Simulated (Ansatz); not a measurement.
**AlNH+ (quintet): the correlation ladder, 6-31G**

One table from this session's results is given with a row withheld; the runs are named, their logs left out.

The runs use Ansatz 0.2.0, Gaussian basis; 6-31G, core rule «outside noble gas», up to 6 orbitals frozen.

Plan: UHF; CCSD(T) on ROHF; CCSD(T) on UHF; BCCD(T) on ROHF; CISD; CCSDT(Q) on ROHF; CCSDT(Q) on UHF; CISDTQ; CCSDTQ on ROHF; CCSDTQ on UHF; Full CI.

18 further runs of the same task are left out: 3 for a known fault of the program, 5 that didn't finish, 10 set aside as unsound or not needed.

### The system

The geometry is a PBE0/def2-TZVP stationary point (not a proven minimum) of the parent state, kept for this charge and spin.

3 atoms, charge 1, spin multiplicity 5.

Atoms are counted from 1 here; the program's logs count them from 0.

Bond lengths: Al1–N2 1.919 Å, Al1–H3 1.612 Å. Angles: N2–Al1–H3 112.5°.

Coordinates:

```xyz
3
charge 1, multiplicity 5
Al    0.0000   -0.1047    0.6174
N     0.0000    0.1075   -1.2897
H     0.0000    1.3076    1.3949
```

The first run:

Contents of in.yaml:

```yaml
crystal:
  periodic: [false, false, false]
  atoms:
    - {symbol: Al, position_ang: [0.000000, -0.104664, 0.617425]}
    - {symbol: N, position_ang: [0.000000, 0.107524, -1.289743]}
    - {symbol: H, position_ang: [0.000000, 1.307572, 1.394905]}
basis:
  gaussian: {orbitals: 6-31G}
total_charge: 1
magnetization: {spin_polarized: true, initial_magnetization: 4}
hamiltonian: {xc: hf}
output: {orbitals: {seedname: orbitals}}
```

Run with:

```console
$ ansatz run in.yaml --threads 1 --pin off --events-out ev --progress --plain --max-ram 2393MiB
```

Steps of the session up to this table: UHF; CCSD(T) on ROHF; CCSD(T) on UHF; BCCD(T) on ROHF; CISD; CCSDT(Q) on ROHF; CCSDT(Q) on UHF; CISDTQ; CCSDTQ on ROHF; CCSDTQ on UHF; Full CI.

One of the session's tables, all rows but one given; the rest of the session is left out.

| method | from FCI (meV) |
| --- | --- |
| ROHF | +2044.7 |
| UHF | +1882.9 |
| RMP2 | +662.0 |
| UMP2 | +589.7 |
| CISD | +104.4 |
| RCCSD | +53.1 |
| UCCSD | ? |
| RCCSD(T) | +17.5 |
| UCCSD(T) | +13.3 |
| BCCD(T) | +15.3 |
| RCCSDT | +1.1 |
| UCCSDT | -1.0 |
| CISDTQ | +1.5 |
| RCCSDT(Q) | 0.0 |
| UCCSDT(Q) | -2.0 |
| RCCSDTQ | -0.3 |
| UCCSDTQ | -2.2 |
| FCI | 0 |

Estimate the missing values for UCCSD.

**Answer.** from FCI (meV): +42.9. In the column «from FCI (meV)» it lies between RCCSD(T) (+17.5) and RCCSD (+53.1).

Caveats from the session: UCCSDTQ falls below full CI: unrestricted runs freeze a spin-polarised core, another one than full CI's, and coupled cluster isn't variational. Levels on UHF freeze UHF's core orbitals, full CI those of ROHF, so the U rows can settle a little off it for that reason alone. Restricted and unrestricted rows rest on different reference determinants; where their highest levels disagree by more than a few hundredths of an eV, they describe different states and don't form one ladder.
